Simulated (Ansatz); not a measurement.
Reaction (SMILES): N (NH3) → NH3+ (doublet, bonded as N) + e-
B3LYP-D3(BJ)/def2-TZVP geometries, fixed; electronic energies without zero-point terms.
Largest species:
```
N
H 1 1.0136
H 1 1.0136 2 107.33
H 1 1.0136 2 107.33 3 -115.09
```

Core correlation in the adiabatic ionisation energy at MP2 with Ansatz (a quantum-chemistry and plane-wave program), in eV: frozen core against all electrons. Core-valence sets carry the plain set on hydrogen. Open shells are unrestricted.

```
basis      functions, most  frozen core  all electrons  core term (second minus first)
---------  ---------------  -----------  -------------  ------------------------------
cc-pVDZ                 29        9.654          9.660                           0.006
cc-pCVDZ                33        9.665          9.671                           0.005
cc-pVTZ                 72       10.096         10.099                           0.003
cc-pCVTZ                85       10.102         10.108                           0.006
cc-pwCVTZ               85       10.104         10.111                           0.006
cc-pVQZ                145       10.243         10.253                           0.010
cc-pCVQZ               174       10.245         10.251                           0.006
cc-pwCVQZ              174       10.246         10.252                           0.006
```

The largest core-valence set, cc-pwCVQZ, gives a core term of 0.006 eV; the valence set cc-pVQZ, which lacks functions for the core, gives 0.010.
